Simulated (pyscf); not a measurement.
Structures and frequencies: ωB97X-D3(BJ)/def2-SVP in PySCF.

Problem. `[CH4]` + `[Cl][Si][Cl]` [singlet] -> `[CH3][Si][Cl]` [singlet] + `[ClH]`
Surface: singlet. Broken: C–H, Cl–Si. Formed: C–Si, Cl–H. Give ΔE‡ and ΔE from M06-2X/def2-TZVP, relative to the separated reactants.

Solution. ΔE‡ = 1.89 eV, ΔE = +1.53 eV. CCSD(T)/def2-TZVPP + ΔMP2(QZVPP) gives 1.99 eV and +1.44 eV. Zero-point energy shifts the barrier by -0.07 eV. It is a four-centre exchange, with an imaginary mode of 1045i cm⁻¹. On the product side the descent ends in a complex, 0.25 eV under the separated species and 0.61 eV under the saddle at ωB97X-D3(BJ)/def2-TZVP. At ωB97X-D3(BJ) the barrier from the zero used here is 1.88 eV. One saddle was located; it need not be the lowest between these sides. The CCSD(T) − MP2 part came from Ansatz, without density fitting, on the same reference.
